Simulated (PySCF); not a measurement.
Core-level binding energies of (H2Al-mu-H)3

(H2Al-mu-H)3.
Cartesian coordinates in Å at the PBE0-D3(BJ)/def2-SVP level; atoms count from 1:
```
atom  x, y, z in Å
Al1   -0.659    0.951   -0.899
H2    -1.444    1.966   -1.804
H3    -0.830    1.188    0.877
H4     0.983    1.392   -0.376
Al5    0.765    0.484    1.176
H6     1.519   -0.763    0.163
H7     1.581    1.006    2.410
H8    -0.278   -0.964    1.441
Al9   -0.075   -1.457   -0.263
H10   -0.107   -2.992   -0.589
H11   -1.574   -0.530   -0.411
H12    0.236   -0.364   -1.675
```

Computed, not measured: delta-SCF UKS SCAN, pcX-2 on the ionised atom, pcseg-1 elsewhere, spin-free X2C (PySCF). These are vertical core ionisation energies against the vacuum level, from separate self-consistent calculations with and without the core hole.

Task: List the computed XPS lines with their assignment.

Result: 
```csv
atom(s),bonded to,level,binding energy (eV),count
Al1/Al5/Al9,4 H,Al 1s,1567.22,3
```

Task: What is the longest wavelength that can ionise Al 1s of Al1/Al5/Al9 vertically?

Result: λ = hc/E = 12398.42 eV Å / 1567.22 eV = 7.911 Å.

The first atom of each set that the bonding makes equivalent was ionised and stands for the set. Geometry: PBE0-D3(BJ)/def2-SVP; no solvent, vibrations or thermal averaging.
